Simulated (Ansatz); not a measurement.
## Structure relaxation of RbZn3

Computed with DFT PBE, scalar-relativistic, plane waves, PAW (Ansatz 0.2.0). Cutoff 420 eV, Γ-centred k mesh, Gaussian smearing, no spin polarisation in the final step.

The start puts RbZn3 on the Cu3Au (L1_2) structure type (Pm-3m, No. 221), with Rb in place of Au, Zn in place of Cu, at a guessed volume.

```xyz
4
Lattice="4.3334 0.0000 0.0000 0.0000 4.3334 0.0000 0.0000 0.0000 4.3334" Properties=species:S:1:pos:R:3 pbc="T T T"
Rb    0.0000    0.0000    0.0000
Zn    0.0000    2.1667    2.1667
Zn    2.1667    0.0000    2.1667
Zn    2.1667    2.1667    0.0000
```

Steps on the 4×4×4 mesh (4 atoms). 7 of 7 steps are shown, and the free energy counts from the last. Trial steps that were taken back and renewals of the plane-wave basis can be among the rows.

```
step  ΔF (meV/atom) V (Å³/atom) P (GPa)
   1          213.7        20.34    11.10
   2           70.8        23.47     4.47
   3           19.2        26.16     1.75
   4            9.1        28.26    -0.09
   5            1.4        28.26     0.51
   6            0.1        28.89     0.20
   7            0.0        28.89     0.20
```

A final relaxation ran on a 10×10×10 mesh. The relaxed crystal, Pm-3m (No. 221):

```
Rb Zn
1.0
     4.89487    0.00000    0.00000
     0.00000    4.89487    0.00000
     0.00000    0.00000    4.89487
Rb Zn
1 3
Direct
  0.00000 0.00000 0.00000
  0.00000 0.50000 0.50000
  0.50000 0.00000 0.50000
  0.50000 0.50000 0.00000
```

For RbZn3, the volume per atom is 29.32 Å³. The density is 3.99 g/cm³ and the energy over the elements is 0.37 eV/atom. The gap on the 10×10×10 mesh is 0 eV (a metal).

Formation energies are uncorrected and refer to the elements' standard structures at the same level.

The final run used a 10×10×10 mesh on its 4-atom cell and 0.10 eV smearing. The k mesh leaves about 4 meV/atom of noise in metals.

Symmetry constrained the relaxation, so the result can be a saddle point.

Cost: 3 runs of about 1.1 core-minutes in all, on Arm Neoverse V1 (shared hosts).